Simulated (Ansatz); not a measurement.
Reaction (isomerisation): `NC(O)CO` → `NCOCO`

Computed with Ansatz on PBE0-D4/def2-TZVP structures; ΔE is electronic, products minus reactants. CCSD(T)/CBS is the MP2 limit (def2-TZVPP, def2-QZVPP) plus CCSD(T) − MP2 in def2-TZVPP, frozen cores. Functionals use def2-TZVPP. B3LYP here is the variant with VWN-RPA as its local correlation; programs differ in this. One conformer a species, not always the lowest.

| level | ΔE (kJ/mol) |
| --- | --- |
| PBE-D4 | 38.3 |
| PBE0 | 38.5 |
| B3LYP | 33.5 |
| MP2/def2-TZVPP | 45.7 |

What does CCSD(T)/CBS give? (Estimate.)

The calculation gave: +44.9 kJ/mol. The listed levels differ from it by -6.6, -6.4, -11.4, 0.8 kJ/mol.

Largest T1 diagnostic among the species: 0.011.

In def2-TZVPP, CCSD(T) changes the Hartree–Fock value by +12.3 kJ/mol (the triples alone add +0.8 kJ/mol) and MP2 by +15.3 kJ/mol.

CCSD(T)/CBS has its own doubt, a few kJ/mol and more with outer-core shells, so smaller differences from it don't rank the levels.
